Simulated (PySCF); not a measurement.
The same gas-phase reaction for C, Si, Ge, Sn:
- CH3F + 2 H → CH4 + HF
- SiH3F + 2 H → SiH4 + HF
- GeH3F + 2 H → GeH4 + HF
- SnH3F + 2 H → SnH4 + HF

Energies from PySCF, thermal terms from the rigid-rotor harmonic-oscillator model, ideal gas at 1 bar. † marks an energy on the PBE0/def2-TZVP geometry and frequencies; other levels use their own. CCSD(T) freezes the core. Open shells (unrestricted): H (multiplicity 2); the rest are closed-shell singlets. Sn: scalar-relativistic def2 core potential, no spin-orbit coupling. Ge: all electrons, no relativistic terms. SnH3F: computed as isolated molecules; such fragments, hydroxides, amides, oligomers or adducts are transient or little studied in the gas. CCSD(T) isn't extrapolated to the basis-set limit.

ΔH°(298 K) in kJ, by level:

```tsv
level	C	Si	Ge	Sn
ωB97M-V/def2-TZVP†	-529.7	?	-381.9	-383.5
CCSD(T)/def2-TZVPP†	-541.0	?	-392.1	-397.9
PBE0/def2-TZVP	-516.3	?	-373.2	-374.0
BLYP/def2-TZVP†	-525.9	?	-379.7	-375.7
PBE0/def2-QZVP†	-523.7	-309.6	-379.3	-378.4
```

Task: Fill in the missing entries.

Result: 
- ωB97M-V/def2-TZVP†, Si: -310.5
- CCSD(T)/def2-TZVPP†, Si: -320.3
- PBE0/def2-TZVP, Si: -304.2
- BLYP/def2-TZVP†, Si: -313.8
